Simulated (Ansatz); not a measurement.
For hcp Hf, PBEsol in Ansatz (PAW) gives:

```
Property              Result
-------------------  -------
lattice parameter a  3.159 Å
c axis length        5.001 Å
```

Q: What does Hartree–Fock in Ansatz (plane waves, PAW) give for the same quantities?

A: 
- lattice constant a: 3.341 Å (increases by 5.8 %)
- lattice parameter c: 5.223 Å (rises by 4.4 %)

For comparison: lattice constant a 3.194 Å (measured, 293 K, not corrected to a static lattice, our sources range from 3.194 to 3.200; as tabulated in Wikipedia's data pages); lattice parameter c 5.051 Å (measured, 293 K, no zero-point or thermal correction; as tabulated in Wikipedia's data pages).

Changes are worked out from the printed values.

Unless a cell is named, each level is at its own relaxed cell (PBEsol 21.60, Hartree–Fock 25.24 Å³/atom).

Levels without +SOC leave out spin–orbit coupling, which shifts energies and cells of such heavy elements.

Ansatz's density-functional and Hartree–Fock values are scalar-relativistic unless marked +SOC, with PAW data made under PBE.

Ansatz is a first-principles code.
